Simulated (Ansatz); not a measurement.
Reaction (SMILES): [BeH] (BeH) -> [BeH] (BeH) as singlet, charge +1 + e-

Quantity: adiabatic ionisation energy (0 K, with zero-point energies), in eV. Conventions: non-relativistic; six Cartesian d functions in 6-31G* and its kin unless marked 5d; no spin-orbit coupling; open shells spin-unrestricted; 6-311+G** with 5d; frozen cores in correlated levels; LANL2DZ all-electron up to Ne. Basis-set limits of correlation are two-point, X^-3; Hartree-Fock from the larger set. Ab initio and DFT rows: single points at B3LYP-D3(BJ) geometries (Ansatz, a first-principles code), with unscaled harmonic terms from B3LYP/6-31G* at its own minima.

Measured values: CCCBDB table in ASE, the entry of HBe doubted and unchecked; they hold spin-orbit and core effects. 

Value to compare with, the measured value: 8.21 eV.

| level | program | adiabatic ionisation energy (0 K, with zero-point energies) (eV) | error |
|---|---|---|---|
| MP2/STO-3G | Ansatz | 7.33 | -0.88 |
| MP2/3-21G | Ansatz | 8.14 | -0.07 |
| MP2/LANL2DZ | Ansatz | 8.17 | -0.04 |
| MP2/6-31G* | Ansatz | 8.12 | -0.09 |
| MP2/6-311+G** | Ansatz | 8.23 | 0.02 |
| CCSD(T)/CBS(def2-TZVPPD,def2-QZVPPD) | Ansatz | 8.30 | 0.09 |

Among the 5 habitual levels, MP2/STO-3G lies farthest from the measured value (-0.88 eV); 1 of 5 lie above it, and their mean absolute error is 0.22 eV, the median 0.07. One case shows no general order.

The sets are all those run for this method; runs whose electronic state is in doubt are left out.
